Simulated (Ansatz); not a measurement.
# H2N: the cost of one run

All numbers are computed with the Python package of Ansatz 0.2.0. Level of theory: r2SCAN/cc-pVDZ.

## 1. The system

Bond lengths: N1–H2 1.053 Å, N1–H3 1.053 Å. Angles: H2–N1–H3 100.9°.

No structure file is read: the coordinates are typed or built in the script.

## 2. The script

File bend_h2n.py:

```python
import ansatz as az
from ase import Atoms

atoms = Atoms(['N', 'H', 'H'], positions=[
    (0.35366, -0.20981, 0.17435),
    (0.12522, 0.8175, 0.15759),
    (-0.47888, -0.60769, -0.33194),
])

first = (
    az.Crystal.molecule_from_ase(atoms).calculation()
    .basis(gaussian='cc-pVDZ')
    .functional('r2SCAN')
    .charge(-1)
    .relax(force_tolerance=0.02, max_steps=80)
)
atoms.positions = first.run(threads=1).report['positions_ang']

rows = []
for angle in [85, 95, 105, 115, 125, 140, 160]:
    bent = atoms.copy()
    bent.set_angle(2, 0, 1, angle, indices=[1])
    job = (
        az.Crystal.molecule_from_ase(bent).calculation()
        .basis(gaussian='cc-pVDZ')
        .functional('r2SCAN')
        .charge(-1)
    )
    rows.append((angle, job.run(threads=1).report['free_energy_ev']))
floor = min(e for _, e in rows)
for angle, e in rows:
    print(f'angle H2-N0-H1 = {angle:3d} deg   {1000 * (e - floor):9.1f} meV')
```

## 3. The calls as engine input

The engine receives this input (first run):

```yaml
crystal:
  periodic: [false, false, false]
  atoms:
    - { symbol: "N", position_ang: [0.35366, -0.20981, 0.17435] }
    - { symbol: H, position_ang: [0.12522, 0.8175, 0.15759] }
    - { symbol: H, position_ang: [-0.47888, -0.60769, -0.33194] }
basis:
  gaussian:
    orbitals: cc-pVDZ
hamiltonian:
  xc: r2scan
total_charge: -1.0
relax:
  f_tol: 0.02
  max_steps: 80
```

## 4. Launch

Command:

```console
$ python bend_h2n.py
```

What time and memory should one allow on 1 thread of Arm Neoverse V2, shared host?

About 5.1 s, with a peak of 0.16 GiB.
